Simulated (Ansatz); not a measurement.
Input file:

```yaml
crystal:
  periodic: [false, false, false]
  atoms:
    - {symbol: Al, position_ang: [0.000000, 0.000000, 1.704700]}
    - {symbol: O, position_ang: [0.000000, 0.000000, 0.000000]}
    - {symbol: Al, position_ang: [0.000000, 0.000000, -1.704700]}
basis:
  gaussian: {orbitals: cc-pVDZ}
magnetization: {spin_polarized: false}
correlation: {method: ccsdt_q, electrons: outside_noble_gas}
```

```sh
$ ansatz run in.yaml --threads 1 --pin off --events-out ev --progress --plain --max-ram 4096MiB --backend cpu
```

The program prints:

```
907 factors; integrals over basis functions are off by at most 1.9e-7 eV
mean field evaluation 1: about -15200.8612 eV, gradient 4.7e1 eV
mean field evaluation 2: about -15200.9543 eV, gradient 4.8e1 eV
mean field evaluation 4: about -15205.6213 eV, gradient 2.1e0 eV
mean field evaluation 8: about -15205.6895 eV, gradient 2.1e-1 eV
mean field evaluation 16: about -15201.6930 eV, gradient 4.6e1 eV
mean field -15205.68962041 eV, -558.7987867634 hartree, gradient 6.7e-6 eV, S^2 0.000000; 0 other end points of the search recorded, 0 dependent functions left out
11 core orbitals not correlated: weight in the atoms' cores, before any rotation towards them, 1.000 or more for the frozen orbitals, at most 0.000 for the correlated occupied ones
reference -15205.68962041 eV, -558.7987867634 hartree; 6, 6 occupied and 33, 33 virtual orbitals, 907 factors
second order -7.43943956 eV of doubles, -0.00000000 eV of singles
cycle   1  -7.58490487 eV  change   -1.5e-1 eV  update   1.3e-1
cycle   2  -8.03066860 eV  change   -4.5e-1 eV  update   7.1e-2
cycle   3  -8.33191058 eV  change   -3.0e-1 eV  update   3.8e-2
cycle   4  -8.31046932 eV  change    2.1e-2 eV  update   9.8e-3
cycle   5  -8.30692063 eV  change    3.5e-3 eV  update   5.0e-3
cycle   6  -8.31086121 eV  change   -3.9e-3 eV  update   2.1e-3
cycle   7  -8.31100880 eV  change   -1.5e-4 eV  update   6.6e-4
cycle   8  -8.31069980 eV  change    3.1e-4 eV  update   3.1e-4
cycle   9  -8.31059105 eV  change    1.1e-4 eV  update   1.1e-4
cycle  10  -8.31073989 eV  change   -1.5e-4 eV  update   4.6e-5
cycle  11  -8.31072661 eV  change    1.3e-5 eV  update   1.9e-5
cycle  12  -8.31073193 eV  change   -5.3e-6 eV  update   6.3e-6
cycle  13  -8.31073111 eV  change    8.2e-7 eV  update   3.7e-6
cycle  14  -8.31072757 eV  change    3.5e-6 eV  update   1.4e-6
cycle  15  -8.31072786 eV  change   -2.9e-7 eV  update   7.0e-7
perturbative correction -0.03001898 eV, -0.0011031771 hartree
Total energy: -15214.03036725 eV, -559.1053035563 hartree
```

For the same geometry and basis RCCSDTQ lies 3.4 meV higher.

Ran on 1 thread of AMD EPYC 7R13, shared host: 7 s wall, 0.26 GiB peak host memory.
